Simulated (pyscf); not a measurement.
Single points on ωB97X-D3(BJ)/def2-SVP structures (PySCF, gas phase). MP2 and CC: frozen core, UHF for open shells. ΔMP2 is the change of the MP2 total energy from the triple- to the quadruple-zeta basis.

**Question.** For the elementary gas-phase step `[NH2][Si](=[O])[OH]` → `[O]=[Si]=[O]` + `[NH3]` (singlet surface; H–O, N–Si broken, H–N formed), what barrier and reaction energy does CCSD(T)/def2-TZVPP + ΔMP2(QZVPP) give, measured from the reactant's lowest minimum found?

**Answer.** ΔE‡ = 2.11 eV, ΔE = +2.85 eV. Zero-point energy shifts the barrier by -0.09 eV. It is an elimination, with an imaginary mode of 1489i cm⁻¹. On the product side the descent ends in an adduct with a N–Si contact, 1.74 eV under the separated species and 0.79 eV under the saddle at ωB97X-D3(BJ)/def2-TZVP. At CCSD(T) the saddle lies under the separated products, which points to a path from their complex (located at ωB97X-D3(BJ) alone), and parting the products costs more than the saddle. What is counted as broken (N–Si) persists as a longer contact in the product adduct; parting that adduct is a step of its own. This is the saddle that the search found; another between the same sides may lie lower. The CCSD(T) − MP2 part came from Ansatz, without density fitting, on the same reference.
